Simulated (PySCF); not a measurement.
Compound: C5H8N (doublet state).
Atom-mapped SMILES: `[CH:1]#[C:2][CH2:3][CH2:4][CH2:5][NH:6]` (hydrogens: H7 on C1; H8, H9 on C3; H10, H11 on C4; H12, H13 on C5; H14 on N6)

Cartesian coordinates in Å at the GFN2-xTB level; atoms count from 1:
```xyz
14
C5H8N angstrom
C      2.576   -0.476    0.016
C      1.693    0.303   -0.199
C      0.595    1.222   -0.427
C     -0.554    0.961    0.557
C     -1.183   -0.416    0.318
N     -1.965   -0.599   -0.819
H      3.361   -1.149    0.190
H      0.239    1.094   -1.454
H      0.957    2.248   -0.315
H     -1.319    1.733    0.434
H     -0.175    1.015    1.579
H     -0.388   -1.185    0.293
H     -1.800   -0.717    1.185
H     -2.038    0.247   -1.381
```

The hyperfine couplings belong to this conformer and change with its torsions.

The calculation used UKS B3LYP, pcH-1 on C H N, non-relativistic, mean-field spin-orbit, GIAO in PySCF 2.14.0. Geometry: GFN2-xTB, one conformer, isolated molecule. Couplings are sensitive to structure, and on GFN2-xTB geometries they can be far from those on DFT ones. The SCF solution wasn't tested for stability.

(1) What is the g tensor, term by term?

(2) Average each term over the three axes. Which is largest in size?

(3) At 9.557 GHz, how far is the centre of the isotropic spectrum from where a free electron (g = 2.002319) resonates?

(4) What effective moment and Curie constant follow for a powder?

(5) In a frozen sample, at which fields do the three g values resonate at 9.5, 34, 94 and 263 GHz (hyperfine left aside), and which band first spreads them over more than twice a line width of 1.0 mT?

Answers

(1) 
| Δg (ppt) | 1 | 2 | 3 |
| --- | --- | --- | --- |
| relativistic mass correction | -0.20 | -0.20 | -0.20 |
| gauge correction | -0.01 | 0.03 | 0.03 |
| orbital Zeeman/spin–orbit | 0.02 | 1.64 | 5.46 |
| total | -0.20 | 1.47 | 5.29 |

So g = 2.00212, 2.00379, 2.00761 and g_iso = 2.00451; the tensor is rhombic: the two nearest values differ by 30 % of g3 − g1. 

(2) The orbital-Zeeman/spin–orbit term 2.37, the mass correction -0.20 and the gauge correction 0.02 ppt, for a total of 2.19 ppt. The orbital-Zeeman/spin–orbit term is the largest in size. The mass correction is the same along every axis, so the anisotropy comes from the other two: their spans along these axes are 0.05 (gauge) and 5.45 ppt (orbital Zeeman/spin–orbit).

(3) B = hν/(g μB) with μB/h = 13.99624 MHz/mT gives 341.02 mT for the free electron and 340.65 mT at g_iso, 0.37 mT lower.

(4) With the mean of g² = 4.0181 and S(S+1) = 0.75: μ_eff = √(⟨g²⟩S(S+1)) = 1.736 μB and χT = 0.12505·⟨g²⟩·S(S+1) = 0.377 cm³ K/mol (cgs; spin-Hamiltonian part alone).

(5) 
| band | GHz | B(g3) mT | B(g2) mT | B(g1) mT | spread mT |
| --- | --- | --- | --- | --- | --- |
| X | 9.5 | 338.09 | 338.73 | 339.02 | 0.93 |
| Q | 34.0 | 1210.01 | 1212.31 | 1213.32 | 3.32 |
| W | 94.0 | 3345.31 | 3351.69 | 3354.48 | 9.17 |
| J | 263.0 | 9359.75 | 9377.60 | 9385.41 | 25.67 |

The spread grows in proportion to the frequency. Q band is the first where it exceeds 2.0 mT.

The Mulliken spin populations are largest on N6 (+0.96), C5 (-0.08), H13 (+0.07) and H12 (+0.07). No atom but N6 exceeds +0.15. The positive populations add up to 1.11 and the negative ones to -0.11, together 2S = 1.

The HOMO–LUMO gaps are 7.71 eV among the α and 4.62 eV among the β orbitals.
